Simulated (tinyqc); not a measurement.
RHF in the sto-6g basis, for H3O+, spin multiplicity 1, step by step. One step of it, computed by the program tinyqc.

Question. Orthogonalisation. S = U s U^T; symmetric (Loewdin) form X = U s^(-1/2) U^T, so that X^T S X = 1.

overlap S, order 1O 1s, 1O 2s, 1O 2px, 1O 2py, 1O 2pz, 2H 1s, 3H 1s, 4H 1s:
```
[[1.000000, 0.231145, 0.000000, 0.000000, 0.000000, 0.047560, 0.047516, 0.047516],
 [0.231145, 1.000000, 0.000000, 0.000000, 0.000000, 0.434189, 0.433940, 0.433940],
 [0.000000, 0.000000, 1.000000, 0.000000, 0.000000, 0.363378, -0.181725, -0.181725],
 [0.000000, 0.000000, 0.000000, 1.000000, 0.000000, 0.000000, 0.314510, -0.314510],
 [0.000000, 0.000000, 0.000000, 0.000000, 1.000000, -0.062664, -0.062614, -0.062614],
 [0.047560, 0.434189, 0.363378, 0.000000, -0.062664, 1.000000, 0.177802, 0.177802],
 [0.047516, 0.433940, -0.181725, 0.314510, -0.062614, 0.177802, 1.000000, 0.177846],
 [0.047516, 0.433940, -0.181725, -0.314510, -0.062614, 0.177802, 0.177846, 1.000000]]
```

Give: eigenvalues of S; X.

Answer.

eigenvalues of S: [0.3704, 0.4572, 0.4575, 0.9595, 1.0246, 1.3647, 1.3650, 2.0010]

X, order 1O 1s, 1O 2s, 1O 2px, 1O 2py, 1O 2pz, 2H 1s, 3H 1s, 4H 1s:
```
[[1.0234, -0.1426, 0.0000, 0.0000, 0.0032, 0.0178, 0.0178, 0.0178],
 [-0.1426, 1.2765, 0.0001, 0.0000, -0.0362, -0.2476, -0.2474, -0.2474],
 [0.0000, 0.0001, 1.1064, 0.0000, 0.0000, -0.2494, 0.1247, 0.1247],
 [0.0000, 0.0000, 0.0000, 1.1062, 0.0000, 0.0000, -0.2158, 0.2158],
 [0.0032, -0.0362, 0.0000, 0.0000, 1.0051, 0.0352, 0.0351, 0.0351],
 [0.0178, -0.2476, -0.2494, 0.0000, 0.0352, 1.1703, -0.0582, -0.0582],
 [0.0178, -0.2474, 0.1247, -0.2158, 0.0351, -0.0582, 1.1701, -0.0582],
 [0.0178, -0.2474, 0.1247, 0.2158, 0.0351, -0.0582, -0.0582, 1.1701]]
```
